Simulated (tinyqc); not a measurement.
Coupled-perturbed Hartree-Fock on RHF in the sto-3g basis, for H2F+, spin multiplicity 1, step by step. One step of it, computed by the program tinyqc.

Question. Coupled step 2. U_ai = -(mu_ai + sum_bj [4 (ai|bj) - (ab|ij) - (aj|bi)] U_bj) / (e_a - e_i); alpha = -4 sum U_ai mu_ai.

U after step 1:
```
           i1        i2        i3        i4        i5
a6   0.000000  0.000000  0.747652  0.000000  0.000000
a7  -0.001680  0.089027  0.000000  0.483734  0.000000
```

dipole integrals <a|y|i> (bohr):
```
          i1         i2         i3         i4        i5
a6  0.000000   0.000000  -0.778402   0.000000  0.000000
a7  0.044594  -0.132194   0.000000  -0.499097  0.000000
```

orbital energies (hartree): MO1 -26.656366, MO2 -2.119169, MO3 -1.275502, MO4 -1.113979, MO5 -1.076880, MO6 0.046604, MO7 0.239461

Two-electron integrals over orbitals (pq|rs), unique and non-zero (hartree):
```
(11|11) 5.360892    (21|11) -0.498375   (21|21) 0.073830    (22|11) 1.197511
(22|21) -0.018179   (22|22) 0.861232    (31|31) 0.017254    (32|31) 0.025979
(32|32) 0.163781    (33|11) 1.000639    (33|21) -0.007878   (33|22) 0.770181
(33|33) 0.757320    (41|11) 0.141272    (41|21) -0.017188   (41|22) 0.016238
(41|33) 0.005324    (41|41) 0.029917    (42|11) -0.082885   (42|21) 0.008873
(42|22) 0.017984    (42|33) -0.002861   (42|41) 0.030306    (42|42) 0.157494
(43|31) -0.004242   (43|32) 0.002879    (43|43) 0.047262    (44|11) 1.189405
(44|21) -0.015532   (44|22) 0.823043    (44|33) 0.732523    (44|41) -0.012444
(44|42) -0.093281   (44|44) 0.934314    (51|51) 0.029653    (52|51) 0.038839
(52|52) 0.179172    (53|53) 0.039205    (54|51) -0.010383   (54|52) -0.036519
(54|54) 0.057665    (55|11) 1.263997    (55|21) -0.013904   (55|22) 0.877545
(55|33) 0.758109    (55|41) 0.004001    (55|42) -0.045510   (55|44) 0.853043
(55|55) 0.997514    (61|11) -0.244220   (61|21) 0.038174    (61|22) -0.004407
(61|33) -0.002880   (61|41) 0.002780    (61|42) 0.018442    (61|44) -0.014934
(61|55) -0.006582   (61|61) 0.025011    (62|11) 0.319702    (62|21) -0.008267
(62|22) 0.154946    (62|33) 0.096834    (62|41) 0.017336    (62|42) 0.034811
(62|44) 0.119184    (62|55) 0.163191    (62|61) 0.002567    (62|62) 0.083460
(63|31) 0.004386    (63|32) -0.028453   (63|43) -0.015055   (63|63) 0.066227
(64|11) 0.225132    (64|21) -0.002172   (64|22) 0.116909    (64|33) 0.070501
(64|41) 0.007566    (64|42) 0.001853    (64|44) 0.126784    (64|55) 0.119513
(64|61) 0.002033    (64|62) 0.059513    (64|64) 0.057039    (65|51) 0.015732
(65|52) 0.058719    (65|54) 0.002942    (65|65) 0.029637    (66|11) 0.722131
(66|21) -0.005685   (66|22) 0.594029    (66|33) 0.572470    (66|41) 0.017647
(66|42) 0.070212    (66|44) 0.546498    (66|55) 0.564785    (66|61) 0.004299
(66|62) 0.058104    (66|64) 0.029918    (66|66) 0.553272    (71|31) 0.018060
(71|32) 0.025713    (71|43) -0.004580   (71|63) 0.004252    (71|71) 0.018935
(72|31) 0.017046    (72|32) 0.057194    (72|43) -0.025664   (72|63) 0.030599
(72|71) 0.017049    (72|72) 0.054538    (73|11) 0.423771    (73|21) -0.008941
(73|22) 0.192035    (73|33) 0.158718    (73|41) -0.001489   (73|42) -0.058264
(73|44) 0.205913    (73|55) 0.222471    (73|61) -0.006122   (73|62) 0.077650
(73|64) 0.069067    (73|66) 0.022736    (73|73) 0.156792    (74|31) -0.008466
(74|32) -0.059433   (74|43) 0.014808    (74|63) 0.035790    (74|71) -0.008758
(74|72) -0.012186   (74|74) 0.047649    (75|53) 0.025366    (75|75) 0.020221
(76|31) 0.011333    (76|32) 0.104109    (76|43) 0.037905    (76|63) -0.078984
(76|71) 0.011508    (76|72) -0.008606   (76|74) -0.055709   (76|76) 0.155645
(77|11) 0.838413    (77|21) -0.008514   (77|22) 0.636415    (77|33) 0.639389
(77|41) 0.003520    (77|42) 0.007478    (77|44) 0.616136    (77|55) 0.623503
(77|61) -0.003597   (77|62) 0.053324    (77|64) 0.029352    (77|66) 0.550897
(77|73) 0.077021    (77|77) 0.598752
```

Give: U after step 2; polarisability.

Answer.

U after step 2:
```
        i1     i2     i3     i4     i5
a6   0.000  0.000  0.791  0.000  0.000
a7  -0.002  0.102  0.000  0.521  0.000
```

polarisability = 3.556 bohr^3
